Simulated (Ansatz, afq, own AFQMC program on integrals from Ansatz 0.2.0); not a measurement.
**H2BrO, doublet: AFQMC among the cluster methods**

```xyz
4

Br   -1.8340    0.2350    0.0000
H    -0.3080    0.2350    0.0000
O     0.9450    0.2350    0.0000
H     1.1969   -0.7050    0.0000
```

Connectivity, by distances: BrH ··· OH.

Basis cc-pVTZ. Noble-gas cores (and the filled d shells of Ga–Kr and In–Xe) are frozen. AFQMC by an in-house program on the Cholesky factors that Ansatz 0.2.0 writes for its CCSD(T) run. The CISD trial takes its coefficients from CCSD amplitudes. Released means that phaseless walkers are propagated on without the constraint, phases kept. ± is one standard error of the sampling. No spin–orbit coupling.

Determinant: UHF, the one that the program's search chose, which needn't be the lowest solution. The geometry is a point of a scan.

No full CI on the walks' own integrals is used here. The released AFQMC energy serves as the reference, which it does only where one determinant dominates, the energy is flat over the last release times and near the phaseless one (40 meV or 2 meV an electron, half that with transition metals). On small molecules, where full CI could be run and the noise was under 10 meV, such values lay within 10 meV of it in 19 cases of 20, a flattering rate, since the rule was set on those same cases; what remains of the bias isn't in the error bar.

Cautions: no relativity below Rb; no spin-orbit coupling; inner d shell frozen; the ph-AFQMC/CISD walk drifts between its halves (2.2 errors); the released value is read at 1.50 1/Eh (meV from the phaseless value at times in 1/Eh: -13 ± 5 at 0.24, -20 ± 8 at 0.51, -31 ± 7 at 0.99, -20 ± 9 at 1.50).

```
T1 diagnostic                               : 0.0266
weight of the determinant in the CISD state : 0.853
⟨S²⟩ of the determinant                     : 0.799
size of the correlated space                : 15 electrons in 86 orbitals
```

Reference: AFQMC with the constraint released, correlation energy -12.150 ± 0.009 eV.

```tsv
level	E − E(reference) (meV)	share of correlation (%)
HF	12149.6 ± 8.9	0.00
MP2	1329.2 ± 8.9	89.06
CCSD	455.1 ± 8.9	96.25
CCSD(T)	40.7 ± 8.9	99.67
ph-AFQMC/CISD	20.3 ± 10.9	99.83
```

A walk keeps the symmetry of its determinant, which the program's search chose and which needn't be the lowest solution, so a lower state of the same spin and another symmetry isn't excluded. Released energies are given only where the last usable release times agree within the noise; a slower fall can still hide under it.
